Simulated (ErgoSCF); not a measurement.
# C2H3F (SMILES C[C]F) at 3 levels

Aim: a comparison of 3 runs (UHF/def2-SVP, UB3LYP/3-21G, UPBE0/def2-SVP) of C2H3F. 

The results are computed with ErgoSCF 3.8.

### 1 The structure to begin with

C2H3F: 6 atoms, total charge 0, spin state triplet. As SMILES, `C[C]F`. The shape is that of a GFN2-xTB optimisation.

Bond lengths: C1–C2 1.456 Å, C2–F3 1.336 Å, C1–H4 1.088 Å, C1–H5 1.099 Å, C1–H6 1.099 Å. Angles: C1–C2–F3 124.9°, C2–C1–H4 109.2°, C2–C1–H5 111.5°, C2–C1–H6 111.4°, H4–C1–H5 108.2°, H4–C1–H6 108.3°, H5–C1–H6 108.3°.

### 2 The energy at UHF/def2-SVP (run 1)

Input file input.ego:

```
set_nthreads("env")
molecule_inline Angstrom
C       -0.329570       0.235100      -0.209810
C        0.279200      -0.894820       0.477170
F        1.542650      -0.935780       0.909790
H       -1.370740       0.003860      -0.424550
H        0.177520       0.448790      -1.161080
H       -0.299060       1.142850       0.408490
EOF
scf.output_mulliken_pop = 1
basis = "def2-SVP"
spin_polarization = 2
tmpdir = "."
scf.max_number_of_iterations = 120
scf.use_diagonalization = 1
run "HF"
```

The basis set def2-SVP is read from a file made from the Basis Set Exchange's data (not shown).

On the command line:

```console
ergo input.ego
```

Output:

```text
[...]
INSC SCF_general constructor, number of basis functions: 57
[...]
INSC Energy   1 =        -64.04812039154
[...]
INDE E_LUMO =          0.11538097333
[...]
INSC Energy  21 =       -176.67444670067  ( diff     -0.000000000000682 )
[...]
RESC CONVERGED after  21 iterations.
RESC FINAL ENERGY:       -176.67444670067
RESC FINAL <S2> =          2.01162250733
[...]
INSC SCF: dipole_moment_x [atomic units] =      -0.58427566
INSC SCF: dipole_moment_y [atomic units] =       0.35238738
INSC SCF: dipole_moment_z [atomic units] =      -0.34272690
[...]
```

Wall time 25 s (1 thread of AMD EPYC 7R43 (Zen 3), shared host); peak memory 0.26 GiB.

### 3 A single-point energy at UB3LYP/3-21G (run 2)

Input file geom.xyz:

```xyz
6
C2H3F
C     -0.329570     0.235100    -0.209810
C      0.279200    -0.894820     0.477170
F      1.542650    -0.935780     0.909790
H     -1.370740     0.003860    -0.424550
H      0.177520     0.448790    -1.161080
H     -0.299060     1.142850     0.408490
```

Input file job.ego:

```
set_nthreads("env")
molecule "geom.xyz"
scf.use_diagonalization = 1
XC.sparse_mode = 0
tmpdir = "."
XC.angint = 41
scf.output_mulliken_pop = 1
basis = "3-21G"
XC.radint = 1e-11
scf.max_number_of_iterations = 120
spin_polarization = 2
run "B3LYP-G"
```

The basis set 3-21G is read from a file made from the Basis Set Exchange's data (not shown).

On the command line:

```console
ergo job.ego
```

Output:

```text
[...]
INDF Weighted mixed functional:
[...]
INSC Energy   1 =       -109.80509188966
[...]
INDE E_LUMO =         -0.07222160372
[...]
INSC Energy  17 =       -176.74224387542  ( diff     -0.000000000000966 )
[...]
RESC CONVERGED after  17 iterations.
RESC FINAL ENERGY:       -176.74224387542
RESC FINAL <S2> =          2.00340936803
[...]
INSC SCF: dipole_moment_x [atomic units] =      -0.36426784
INSC SCF: dipole_moment_y [atomic units] =       0.41502923
INSC SCF: dipole_moment_z [atomic units] =      -0.29695468
[...]
```

Wall time 7.8 s (1 thread of AMD EPYC 7R43 (Zen 3), shared host); peak memory 0.26 GiB.

### 4 A single-point energy at UPBE0/def2-SVP (run 3)

Input file input.ego:

```
set_nthreads(1)
molecule_inline Angstrom
C     -0.329570     0.235100    -0.209810
C      0.279200    -0.894820     0.477170
F      1.542650    -0.935780     0.909790
H     -1.370740     0.003860    -0.424550
H      0.177520     0.448790    -1.161080
H     -0.299060     1.142850     0.408490
EOF
scf.use_diagonalization = 1
XC.angint = 41
XC.sparse_mode = 0
spin_polarization = 2
tmpdir = "."
basis = "def2-SVP"
XC.radint = 1e-11
scf.max_number_of_iterations = 120
scf.output_mulliken_pop = 1
run "PBE0"
```

The basis set def2-SVP is read from a file made from the Basis Set Exchange's data (not shown).

On the command line:

```console
ergo input.ego
```

Output:

```text
[...]
INDF Weighted mixed functional:
[...]
INSC Energy   1 =        -69.22056055729
[...]
INDE E_LUMO =         -0.06404154247
[...]
INSC Energy  26 =       -177.38943481319  ( diff     -0.000000000002075 )
[...]
RESC CONVERGED after  26 iterations.
RESC FINAL ENERGY:       -177.38943481319
RESC FINAL <S2> =          2.00473922047
[...]
INSC SCF: dipole_moment_x [atomic units] =      -0.40507705
INSC SCF: dipole_moment_y [atomic units] =       0.40788997
INSC SCF: dipole_moment_z [atomic units] =      -0.30768997
[...]
```

Wall time 44 s (1 thread of AMD EPYC 7R43 (Zen 3), shared host); peak memory 0.26 GiB.

### 5 The series

| run | level | integration grid | radint | energy (Eh) | dipole moment (D) | ⟨S²⟩ | wall time |
| --- | --- | --- | --- | --- | --- | --- | --- |
| 1 | UHF/def2-SVP | – | – | -176.674447 | 1.94 | 2.012 | 25 s |
| 2 | UB3LYP/3-21G | Turbo | 1e-11 | -176.742244 | 1.59 | 2.003 | 7.8 s |
| 3 | UPBE0/def2-SVP | Turbo | 1e-11 | -177.389435 | 1.66 | 2.005 | 44 s |

### 6 What came out

```
            quantity          value
 run 3: total energy  -177.38943 Eh
run 3: dipole moment         1.66 D
         run 3: ⟨S²⟩          2.005
```

**Reading.** The dipole moment (its size) runs from 1.59 D (UB3LYP/3-21G) to 1.94 D (UHF/def2-SVP). The two ends differ in method and basis. Totals of different functionals can't be ranked against each other. All runs together took 77 s, the longest 44 s.
